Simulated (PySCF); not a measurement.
**SOF₂: singlet, from a T-shaped (ligand arrangement 2) start**

Aim: relax SOF₂ as a singlet from a T-shaped (ligand arrangement 2) start, check by its vibrations whether the end is a minimum, and collect its spectrum and constants.

Method: PBE0, basis S def2-TZVP, O def2-TZVP, F def2-TZVP, no relativity, density fitting; program: PySCF 2.14.0.

**1. Starting geometry**

4 atoms, charge 0, spin multiplicity 1.

Bond lengths: S1–O2 1.510 Å, S1–F3 1.670 Å, S1–F4 1.670 Å. Angles: O2–S1–F3 88.0°, O2–S1–F4 88.0°, F3–S1–F4 176.0°.

```xyz
4
charge 0 multiplicity 1
S     0.0000    0.0000    0.0000
O     0.0000    0.0000    1.5100
F     1.6690    0.0000    0.0583
F    -1.6690    0.0000    0.0583
```

**2. The SCF at the typed geometry**

The steps below are one call of a driver around PySCF. For each, scf.py gives the equivalent set-up of the SCF; relaxations use the driver's own optimiser. After this first run the driver tries any further starts and a stability analysis.

scf.py reads:

```python
from pyscf import gto, scf, dft
mol = gto.M(atom='''
S      0.000000     0.000000     0.000000
O      0.000000     0.000000     1.510000
F      1.669000     0.000000     0.058300
F     -1.669000     0.000000     0.058300''',
    basis={'S': 'def2-TZVP', 'O': 'def2-TZVP', 'F': 'def2-TZVP'},
    charge=0, spin=0)
mf = dft.RKS(mol, xc='PBE0')
mf.grids.atom_grid = (50, 194)
aux = {'S': 'def2-universal-JKFIT', 'O': 'def2-universal-JKFIT', 'F': 'def2-universal-JKFIT'}
mf = mf.density_fit(auxbasis=aux)
mf.conv_tol = 1e-08
mf.diis_space = 10
mf.max_cycle = 60
mf.init_guess = 'minao'
mf.verbose = 4
mf.kernel()
```

The run is started by

```console
> OMP_NUM_THREADS=4 python axn.py task.json out
```

What it wrote:

```text
init E= -673.253655168318
  HOMO = -0.363989718186312  LUMO = -0.205216816645112  gap/eV = 4.32043
cycle= 1 E= -672.481477576554  delta_E= 0.772  |g|= 1.15  |ddm|= 2.11
  HOMO = -0.186349658571433  LUMO = -0.183456671849448  gap/eV = 0.07872
cycle= 2 E= -671.383936438424  delta_E=  1.1  |g|= 2.59  |ddm|= 2.09
  HOMO = -0.35216851399713  LUMO = -0.212642752882047  gap/eV = 3.79669
cycle= 3 E= -672.673627082632  delta_E= -1.29  |g|= 0.59  |ddm|= 1.61
  HOMO = -0.345505274655693  LUMO = -0.198637981985939  gap/eV = 3.99646
cycle= 4 E= -672.732534899403  delta_E= -0.0589  |g|= 0.167  |ddm|= 0.371
  HOMO = -0.351479453202852  LUMO = -0.197117689679722  gap/eV = 4.20040
cycle= 5 E= -672.737032385291  delta_E= -0.0045  |g|= 0.0316  |ddm|= 0.0744
  HOMO = -0.354499992000414  LUMO = -0.196519571755779  gap/eV = 4.29887
cycle= 6 E= -672.737232757737  delta_E= -0.0002  |g|= 0.0093  |ddm|= 0.0185
  HOMO = -0.354771215672046  LUMO = -0.19602714837341  gap/eV = 4.31965
cycle= 7 E= -672.737249902545  delta_E= -1.71e-05  |g|= 0.00104  |ddm|= 0.0059
  HOMO = -0.354997590763843  LUMO = -0.196217483757763  gap/eV = 4.32063
cycle= 8 E= -672.737250105921  delta_E= -2.03e-07  |g|= 0.000159  |ddm|= 0.000993
  HOMO = -0.354973302669698  LUMO = -0.19619339826059  gap/eV = 4.32062
cycle= 9 E= -672.737250112348  delta_E= -6.43e-09  |g|= 8.64e-05  |ddm|= 0.000207
  HOMO = -0.354997441859368  LUMO = -0.196199883067841  gap/eV = 4.32110
Extra cycle  E= -672.737250103887  delta_E= 8.46e-09  |g|= 0.000228  |ddm|= 0.00016
converged SCF energy = -672.737250103887
```

This step, with its further starts and checks, ran for 9.5 s (4 threads of Arm Neoverse V2, shared host).

The test of internal stability found no lower closed-shell solution.

**3. T-shaped (ligand arrangement 2) start, singlet: relaxation**

The program finds C2v symmetry in the start, which this walk keeps.

scf.py, as its differences from that of step 2:

```diff
@@ -3,4 +3,4 @@
-S      0.000000     0.000000     0.000000
-O      0.000000     0.000000     1.510000
-F      1.669000     0.000000     0.058300
-F     -1.669000     0.000000     0.058300''',
+S      0.000000     0.000000    -0.306728
+O      0.000000     0.000000     1.203272
+F      1.669000     0.000000    -0.248428
+F     -1.669000     0.000000    -0.248428''',
@@ -16 +15,0 @@
-mf.init_guess = 'minao'
```

The optimiser's trace:

| step | energy (Eh) | change (kJ/mol) | largest symmetric gradient (Eh/bohr) |
| --- | --- | --- | --- |
| 0 | -672.737250 | 0.00 | 0.11825 |
| 1 | -672.754303 | -44.77 | 0.03648 |
| 2 | -672.754644 | -45.67 | 0.02453 |
| 3 | -672.755125 | -46.93 | 0.00198 |
| 4 | -672.755128 | -46.94 | 0.00010 |

The walk took 10 s.

Positions (Å) and forces (eV/Å) along the way:

```
step 0
S    0.000   0.000  -0.307   0.000   0.000   6.081
O    0.000   0.000   1.203   0.000   0.000  -3.321
F    1.669   0.000  -0.248   0.047   0.000  -1.380
F   -1.669   0.000  -0.248  -0.047   0.000  -1.380
step 1
S    0.000   0.000  -0.157   0.000   0.000  -1.733
O    0.000   0.000   1.241   0.000   0.000   1.876
F    1.671   0.000  -0.342   0.050   0.000  -0.071
F   -1.671   0.000  -0.342  -0.050   0.000  -0.071
step 2
S    0.000   0.000  -0.159   0.000   0.000   1.043
O    0.000   0.000   1.282   0.000   0.000  -1.261
F    1.671   0.000  -0.362  -0.060   0.000   0.109
F   -1.671   0.000  -0.362   0.060   0.000   0.109
step 3
S    0.000   0.000  -0.162   0.000   0.000   0.091
O    0.000   0.000   1.263   0.000   0.000  -0.102
F    1.671   0.000  -0.351  -0.001   0.000   0.005
F   -1.671   0.000  -0.351   0.001   0.000   0.005
step 4
S    0.000   0.000  -0.161   0.000   0.000  -0.004
O    0.000   0.000   1.261   0.000   0.000   0.005
F    1.671   0.000  -0.350   0.000   0.000  -0.001
F   -1.671   0.000  -0.350   0.000   0.000  -0.001
```

After 4 steps and 46.9 kJ/mol it ends at C2v: S–F 1.682 Å (×2), S–O 1.423 Å; F–S–F 167.1°, F–S–O 96.4° (×2).

**4. Vibrations and properties at this point**

On the finer grid the gradient is checked again; gradients at displacements of ±0.02 bohr then give force constants and infrared intensities.

scf.py, as its differences from that of step 3:

```diff
@@ -3,4 +3,4 @@
-S      0.000000     0.000000    -0.306728
-O      0.000000     0.000000     1.203272
-F      1.669000     0.000000    -0.248428
-F     -1.669000     0.000000    -0.248428''',
+S      0.000000     0.000000    -0.181469
+O      0.000000     0.000000     1.241210
+F      1.670988     0.000000    -0.369844
+F     -1.670988     0.000000    -0.369844''',
@@ -10 +10 @@
-mf.grids.atom_grid = (50, 194)
+mf.grids.atom_grid = (75, 302)
@@ -13 +13 @@
-mf.conv_tol = 1e-08
+mf.conv_tol = 1e-10
```

This SCF starts from the last density.

Log of the central SCF (cycles and frontier levels):

```text
init E= -672.75512979957
  HOMO = -0.35739321315361  LUMO = -0.183860931928848  gap/eV = 4.72205
cycle= 1 E= -672.755129799516  delta_E= 5.45e-11  |g|= 2.21e-05  |ddm|= 1.6e-05
  HOMO = -0.35739134504415  LUMO = -0.183861977775358  gap/eV = 4.72197
cycle= 2 E= -672.755129799337  delta_E= 1.79e-10  |g|= 4.04e-05  |ddm|= 2.88e-05
  HOMO = -0.357392630468046  LUMO = -0.183861358725011  gap/eV = 4.72203
cycle= 3 E= -672.755129799591  delta_E= -2.54e-10  |g|= 5.12e-07  |ddm|= 1.84e-05
  HOMO = -0.357392596215968  LUMO = -0.183861349234292  gap/eV = 4.72203
cycle= 4 E= -672.755129799591  delta_E= 3.41e-13  |g|= 1.37e-07  |ddm|= 3.37e-07
  HOMO = -0.35739259785764  LUMO = -0.18386132505097  gap/eV = 4.72203
Extra cycle  E= -672.755129799591  delta_E= 3.41e-13  |g|= 3.16e-07  |ddm|= 2.26e-07
converged SCF energy = -672.755129799591
```

The whole step took 59 s.

Geometry: C2v; S–F 1.682 Å (×2), S–O 1.423 Å; F–S–F 167.1°, F–S–O 96.4° (×2).

Harmonic modes (main isotopes):

```csv
symmetry,ω (cm⁻¹),IR (km/mol)
b1,306i,8.0
a1,365,18.2
b2,526,9.1
a1,558,9.8
b2,679,674
a1,1326,57.4
```

1 mode is imaginary, the largest at 306i cm⁻¹: a saddle point, not a minimum.

Properties at this point:

```yaml
Dipole_moment: 0.82 D
Highest_occupied_level: -9.73 eV
Lowest_empty_level: -5.00 eV
Rotational_constants: 0.5457, 0.1589, 0.1231 cm⁻¹
Zero-point_energy_real_modes: 20.7 kJ/mol
Principal_polarisabilities: 15.9, 24.6, 33.5 bohr³
Atomisation_energy_without_zero-point_energy: 1078 kJ/mol
Principal_traceless_quadrupole_moments_about_the_centre_of_mass: -7.01, 0.91, 6.10 D Å
```

Charges (e) and bond orders:

```tsv
atom	Mulliken	Löwdin	polar tensor	Mayer order to S1
S1	0.76	0.63	1.78	–
O2	-0.22	-0.17	-0.41	2.05
F3,4	-0.27	-0.23	-0.68	0.90
```

Mulliken populations on S1: s 5.94, p 8.52, d 0.68, f 0.09.

**5. Downhill along the imaginary mode**

The start is the last point, displaced along its most imaginary mode.

The program finds Cs symmetry in the start, which this walk keeps. The walk stops when the largest gradient is under 0.0003 Eh/bohr and the energy has settled too.

scf.py, as its differences from that of step 4:

```diff
@@ -3,4 +3,4 @@
-S      0.000000     0.000000    -0.181469
-O      0.000000     0.000000     1.241210
-F      1.670988     0.000000    -0.369844
-F     -1.670988     0.000000    -0.369844''',
+S      0.000000    -0.120000    -0.181448
+O     -0.000000     0.028047     1.241231
+F      1.670988     0.089167    -0.369823
+F     -1.670988     0.089167    -0.369823''',
@@ -10 +10 @@
-mf.grids.atom_grid = (75, 302)
+mf.grids.atom_grid = (50, 194)
@@ -13 +13 @@
-mf.conv_tol = 1e-10
+mf.conv_tol = 1e-08
```

Steps of the walk:

| step | energy (Eh) | change (kJ/mol) | largest symmetric gradient (Eh/bohr) |
| --- | --- | --- | --- |
| 0 | -672.758912 | 0.00 | 0.01884 |
| 1 | -672.770055 | -29.26 | 0.03838 |
| 2 | -672.770428 | -30.24 | 0.10597 |
| 3 | -672.792211 | -87.43 | 0.12510 |
| 4 | -672.811949 | -139.25 | 0.03104 |
| 5 | -672.825267 | -174.22 | 0.03884 |
| 6 | -672.827489 | -180.05 | 0.01153 |
| 7 | -672.827755 | -180.75 | 0.00140 |
| 8 | -672.827761 | -180.76 | 0.00062 |
| 9 | -672.827765 | -180.77 | 0.00007 |

The walk took 16 s.

Geometry (Å) and forces (eV/Å) at some steps:

```
step 0
S    0.000  -0.120  -0.181   0.000  -0.731   0.969
O    0.000   0.028   1.241   0.000  -0.023  -0.483
F    1.671   0.089  -0.370  -0.525   0.377  -0.243
F   -1.671   0.089  -0.370   0.525   0.377  -0.243
step 1
S    0.000  -0.295  -0.146   0.000   0.186   1.976
O    0.000   0.044   1.246   0.000  -0.549  -0.394
F    1.615   0.169  -0.390  -1.135   0.181  -0.791
F   -1.615   0.169  -0.390   1.135   0.181  -0.791
step 5
S    0.000  -0.522   0.131   0.000   1.998  -0.343
O    0.000  -0.054   1.481   0.000  -0.438  -0.815
F    1.153   0.331  -0.646  -0.564  -0.780   0.579
F   -1.153   0.331  -0.646   0.564  -0.780   0.579
step 9
S    0.000  -0.492   0.111   0.000  -0.003   0.005
O    0.000  -0.053   1.460   0.000   0.008   0.002
F    1.152   0.316  -0.625   0.001  -0.002  -0.003
F   -1.152   0.316  -0.625  -0.001  -0.002  -0.003
```

It settles in Cs symmetry, 180.8 kJ/mol below the start, after 9 steps: S–F 1.588 Å (×2), S–O 1.419 Å; F–S–F 93.0°, F–S–O 106.5° (×2).

**6. Is it a minimum? Harmonic modes**

As before: finer grid, then central differences.

scf.py, as its differences from that of step 5:

```diff
@@ -3,4 +3,4 @@
-S      0.000000    -0.120000    -0.181448
-O     -0.000000     0.028047     1.241231
-F      1.670988     0.089167    -0.369823
-F     -1.670988     0.089167    -0.369823''',
+S      0.000000    -0.438617     0.074269
+O     -0.000000     0.000644     1.423625
+F      1.152242     0.368839    -0.661802
+F     -1.152242     0.368839    -0.661802''',
@@ -10 +10 @@
-mf.grids.atom_grid = (50, 194)
+mf.grids.atom_grid = (75, 302)
@@ -13 +13 @@
-mf.conv_tol = 1e-08
+mf.conv_tol = 1e-10
```

Log of the central SCF (cycles and frontier levels):

```text
init E= -672.827742322132
  HOMO = -0.354725272439842  LUMO = -0.0416878024667638  gap/eV = 8.51818
cycle= 1 E= -672.827742322131  delta_E= 1.36e-12  |g|= 5.06e-06  |ddm|= 3.91e-06
  HOMO = -0.354724626134723  LUMO = -0.0416878195557012  gap/eV = 8.51817
Extra cycle  E= -672.827742322119  delta_E= 1.16e-11  |g|= 9.73e-06  |ddm|= 7.36e-06
converged SCF energy = -672.827742322119
```

The whole step ran for 53 s (4 threads of Arm Neoverse V2, shared host).

Geometry: Cs; S–F 1.588 Å (×2), S–O 1.419 Å; F–S–F 93.0°, F–S–O 106.5° (×2).

Modes, for the most abundant isotopes:

| symmetry | ω (cm⁻¹) | IR (km/mol) | μ (u) |
| --- | --- | --- | --- |
| a' | 375 | 3.9 | 19.45 |
| a'' | 395 | 4.2 | 18.09 |
| a' | 534 | 23.1 | 19.81 |
| a'' | 762 | 220 | 22.99 |
| a' | 827 | 189 | 23.17 |
| a' | 1373 | 168 | 19.35 |

All wavenumbers are real: a minimum.

Properties at this point:

```yaml
Dipole_moment: 1.65 D
Highest_occupied_level: -9.65 eV
Lowest_empty_level: -1.13 eV
Rotational_constants: 0.285, 0.2784, 0.1648 cm⁻¹
Zero-point_energy: 25.5 kJ/mol
Principal_polarisabilities: 18.3, 22.4, 26.3 bohr³
Atomisation_energy_without_zero-point_energy: 1268 kJ/mol
Principal_traceless_quadrupole_moments_about_the_centre_of_mass: -3.15, 0.59, 2.56 D Å
Entropy_at_298.15_K_and_1_bar: 279.0 J/(mol K)
Heat_capacity_Cp_at_298.15_K: 56.8 J/(mol K)
Enthalpy_at_298.15_K_above_0_K: 12.59 kJ/mol
Rotational_symmetry_number: 1
```

Populations by atom (charges in e):

```
atom  Mulliken  Löwdin  polar tensor  Mayer order to S1
  S1      0.73    0.49          1.83                  –
  O2     -0.35   -0.27         -0.62               2.04
F3,4     -0.19   -0.11         -0.60               1.02
```

Mulliken populations on S1: s 5.83, p 8.60, d 0.73, f 0.10.

**7. All stationary points**

| spin | group | bonds | imaginary modes (cm⁻¹) | ΔE (kJ/mol) | with zero-point energy |
| --- | --- | --- | --- | --- | --- |
| singlet | Cs | S–F 1.588 Å (×2), S–O 1.419 Å | none | 0.0 | 0.0 |
| singlet | C2v | S–F 1.682 Å (×2), S–O 1.423 Å | 306i | 190.6 | – |

**8. What came out**

| quantity | value |
| --- | --- |
| minimum | singlet, Cs |
| geometry | S–F 1.588 Å (×2), S–O 1.419 Å; F–S–F 93.0°, F–S–O 106.5° (×2) |
| wavenumbers (cm⁻¹) | 375 (a'), 395 (a''), 534 (a'), 762 (a''), 827 (a'), 1373 (a') |
| dipole moment | 1.65 D |
| highest occupied, lowest empty level | -9.65, -1.13 eV |
| polar-tensor charge of S1 | +1.83 e |
| zero-point energy | 25.5 kJ/mol |
| entropy at 298.15 K | 279.0 J/(mol K) |
| atomisation energy (no zero-point energy) | 1268 kJ/mol |

What this shows: From C2v at the start the molecule goes to a Cs minimum, after a stop at a saddle point 190.6 kJ/mol higher, from which it was pushed off along an imaginary mode. The strongest infrared band lies at 762 cm⁻¹ (a'', stretch). Other starts or spin states, not run here, may lie lower.

The search up to here took 2.5 min.
